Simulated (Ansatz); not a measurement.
# Al2P+ (quintet): from Hartree-Fock to the top rungs, cc-pVDZ

How much of the correlation energy of Al2P+ (quintet) does each wave-function method recover here?

The runs use Ansatz 0.2.0, Gaussian basis; cc-pVDZ, core rule «outside noble gas», up to 15 orbitals frozen.

Plan: UHF; CCSD(T) on ROHF; CCSD(T) on UHF; BCCD(T) on ROHF; CISD; CCSDT(Q) on ROHF; CCSDT(Q) on UHF.

38 further runs of the same task are left out: 14 for a known fault of the program, 11 that didn't finish, 13 set aside as unsound or not needed.

### Step 1. The geometry

The geometry is a PBE0/def2-TZVP stationary point (not a proven minimum) of the parent state, kept for this charge and spin.

3 atoms, charge 1, spin multiplicity 5.

Atoms are counted from 1 here; the program's logs count them from 0.

Bond lengths: Al1–P2 2.259 Å, Al1–Al3 2.665 Å, P2–Al3 2.259 Å. Angles: P2–Al1–Al3 53.9°, Al1–P2–Al3 72.3°, Al1–Al3–P2 53.9°.

As a file:

```xyz
3

Al    0.00000   -0.66530   -1.33270
P     0.00000    1.15910    0.00000
Al    0.00000   -0.66530    1.33270
```

### Step 2. UHF

in.yaml reads:

```yaml
crystal:
  periodic: [false, false, false]
  atoms:
    - {symbol: Al, position_ang: [0.000000, -0.665301, -1.332700]}
    - {symbol: P, position_ang: [0.000000, 1.159099, 0.000000]}
    - {symbol: Al, position_ang: [0.000000, -0.665301, 1.332700]}
basis:
  gaussian: {orbitals: cc-pVDZ}
total_charge: 1
magnetization: {spin_polarized: true, initial_magnetization: 4}
hamiltonian: {xc: hf}
output: {orbitals: {seedname: orbitals}}
```

Command:

```console
$ ansatz run in.yaml --threads 1 --pin off --events-out ev --progress --plain --max-ram 2393MiB
```

The runs that follow: CCSD(T) on ROHF; CCSD(T) on UHF; BCCD(T) on ROHF; CISD; CCSDT(Q) on ROHF; CCSDT(Q) on UHF.

Q: Predict the results of all the runs planned. Wanted: UCCSDT(Q) below the RHF energy; RMP2 from UCCSDT(Q); UMP2 from UCCSDT(Q); RCCSD from UCCSDT(Q); RCCSD(T) from UCCSDT(Q); UCCSD(T) from UCCSDT(Q); RCCSDT(Q) from UCCSDT(Q); T1 diagnostic.

The runs gave:

```
                         quantity                      value
   UCCSDT(Q) below the RHF energy                 -5.4098 eV
              RMP2 from UCCSDT(Q)            +25.93 kcal/mol
              UMP2 from UCCSDT(Q)            +26.55 kcal/mol
             RCCSD from UCCSDT(Q)             +7.67 kcal/mol
          RCCSD(T) from UCCSDT(Q)             +1.55 kcal/mol
          UCCSD(T) from UCCSDT(Q)             +1.57 kcal/mol
         RCCSDT(Q) from UCCSDT(Q)             +0.06 kcal/mol
levels within 1 kcal/mol (43 meV)  RCCSDT, UCCSDT, RCCSDT(Q)
                    T1 diagnostic                      0.041
```

In words: RCCSD(T) lands +1.55 kcal/mol from the yardstick (1.2 % of the correlation energy). These misses are within one basis, not against nature; the frozen cores of restricted and unrestricted runs differ, which can shift their rows.
